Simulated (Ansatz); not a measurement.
Task: a polarisability from point charges of CH4O2, SMILES OCO, with the Ansatz DFT code, driven from Python. Give the script and its output. Level of theory (for the species named): PBE, def2-SVP basis, multiplicity 1, D4 dispersion.

```yaml
atoms:
  - { symbol: O, position_ang: [-1.1217, -0.5296, -0.0941] }
  - { symbol: C, position_ang: [-0.0663, 0.2548, 0.3434] }
  - { symbol: O, position_ang: [1.0550, -0.5503, 0.2880] }
  - { symbol: H, position_ang: [-1.0853, -0.4398, -1.0779] }
  - { symbol: H, position_ang: [0.0757, 1.1514, -0.2798] }
  - { symbol: H, position_ang: [-0.2412, 0.5704, 1.3796] }
  - { symbol: H, position_ang: [1.4450, -0.5250, -0.6049] }
```

`ch4o2_field.py`
```python
# -*- coding: utf-8 -*-
"""Response of CH4O2 to a pair of distant point charges."""

import logging
import sys

import ansatz as az
from ase import Atoms
import numpy as np

logging.basicConfig(stream=sys.stdout, format="%(name)s: %(message)s")
logger = logging.getLogger("ch4o2")
logger.setLevel(logging.INFO)

SETTINGS = {
    "basis": "def2-SVP",
    "xc": "pbe",
    "vdw": "d4",
}


def main():
    atoms = Atoms(["O", "C", "O", "H", "H", "H", "H"], positions=[
        [-1.1217, -0.5296, -0.0941],
        [-0.0663, 0.2548, 0.3434],
        [1.055, -0.5503, 0.288],
        [-1.0853, -0.4398, -1.0779],
        [0.0757, 1.1514, -0.2798],
        [-0.2412, 0.5704, 1.3796],
        [1.445, -0.525, -0.6049],
    ])
    molecule = az.Crystal.molecule_from_ase(atoms)

    calculation = (
        molecule.calculation()
        .basis(gaussian=SETTINGS["basis"])
        .functional(SETTINGS["xc"], dispersion=SETTINGS["vdw"])
        .accuracy("high")
        .forces()
    )
    # charges +q and -q at -R and +R make a nearly even field 2 k q / R^2 at the centre
    centre = np.mean([site.position_ang for site in molecule.cartesian_sites], axis=0)
    field = 2 * 14.399645 * 3.0 / 30.0 ** 2


    def dipole(axis, sign):
        arm = 30.0 * np.eye(3)[axis]
        pair = [{"charge": sign * 3.0, "position_ang": (centre - arm).tolist()}, {"charge": -sign * 3.0, "position_ang": (centre + arm).tolist()}]
        deck = calculation.input().set(az.key.basis.gaussian.point_charges, pair)
        return np.array(az.Session.from_dict(deck).plan().execute().report["charge_distribution"]["dipole_moment_e_ang"])


    logger.info(f"field {field:.4f} V/A")
    alpha = np.array([(dipole(axis, 1) - dipole(axis, -1)) / (2 * field) * 14.399645 for axis in range(3)])
    logger.info("polarisability tensor (A^3)")
    print(np.array2string(alpha, precision=3, suppress_small=True))
    logger.info(f"mean {np.trace(alpha) / 3:.3f} A^3 = {np.trace(alpha) / 3 / 0.14818471:.2f} bohr^3")


if __name__ == "__main__":
    main()
```

```console
$ python ch4o2_field.py
ch4o2: field 0.0960 V/A
ch4o2: polarisability tensor (A^3)
[[ 2.955 -0.032 -0.071]
 [-0.031  2.632  0.18 ]
 [-0.07   0.185  3.188]]
ch4o2: mean 2.925 A^3 = 19.74 bohr^3
```

Reading the output:
- These settings explore the input space; basis and method may be short of convergence.
- The geometry is a force-field or estimated start, not a minimum of this method, and the basis set is short of its limit. The field of two point charges is only nearly even.
- Without diffuse functions polarisabilities are unreliable, as a rule too low, and they change with the bond lengths of this unrelaxed start.
- Wall time of the script: 23 s on 1 thread of Arm Neoverse V1 (shared host), peak memory 0.23 GiB.

(A comment or docstring line of the script was reworded after the run, the code is as it ran; lines on the test bed's own set-up are left out of the output.)
